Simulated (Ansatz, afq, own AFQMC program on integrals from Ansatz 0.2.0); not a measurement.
AFQMC on a folder of integrals that Ansatz 0.2.0 wrote.

```yaml
crystal:
  periodic: [false, false, false]
  atoms:
    - {symbol: I, position_ang: [0.000000, 0.000000, 0.000000]}
basis:
  gaussian: {orbitals: def2-TZVP}
total_charge: 1
magnetization: {spin_polarized: true, initial_magnetization: 2}
correlation: {method: ccsd_t, electrons: outside_noble_gas, hamiltonian_folder: ham}
```

```sh
$ ansatz run in.yaml --threads 1 --pin off --events-out ev --progress --plain --max-ram 1382MiB
```

afq runs on the folder ham with

```
--method free --trial cisd --walkers 60 --time-step 0.03 --max-blocks 80 --target-error 0.00029 --factor-cut 1e-05 --seed 7375 --times 0,0.3,0.6,1.2,1.8,2.4,3.6,4.8,6 --taylor-order 8
```

Times are imaginary, in 1/Eh. The walk had a cap of 1125 s. Filled inner d shells are frozen with the cores. Core potentials past Kr, no spin–orbit coupling.

```
orbitals 41  electrons 4 2  factors 324 of 336
reference energy -296.30757068 Eh
CCSD correlation -0.10522312 Eh in 7 cycles, weight of the determinant in the CISD state 0.9442
repeat  energy at the last time / Eh  error
    10  -296.416161  0.000462
    20  -296.416075  0.000340
    30  -296.416237  0.000289
time / (1/Eh)  energy / Eh  error  mean overlap
  0.00  -296.412736  0.000028  1.0584
  0.30  -296.414594  0.000079  1.0667
  0.60  -296.415490  0.000097  1.0651
  1.20  -296.415858  0.000132  1.0846
  1.80  -296.416104  0.000153  1.0866
  2.40  -296.416096  0.000113  1.0925
  3.60  -296.415955  0.000138  1.1333
  4.80  -296.416511  0.000254  1.0897
  6.00  -296.416242  0.000283  1.1330
energy -296.416242 +/- 0.000283 Eh
```

Question: Estimate how long the walk took on 1 thread of Arm Neoverse V2, on a shared host.

Answer: 92 s of wall time.

The run passed its tests (error under three times the target), which doesn't prove that it has relaxed.

Against this walk (error 7.7 meV) on the same determinant: CCSD(T) 16.9 meV higher, CCSDT(Q) 1.0 meV higher (within the noise). The error is statistical, and a free projection of finite length keeps a remainder of its start.

Cautions: remainder of the start not in the error; no spin-orbit coupling; inner d shell frozen.

CCSDT and higher add their correlation energy to the determinant of the CCSD(T) run, since their own runs factorise the integrals more tightly (a shift of under 2 meV). A walk keeps the symmetry of its determinant, which the program's search chose and which needn't be the lowest solution, so a lower state of the same spin and another symmetry isn't excluded.
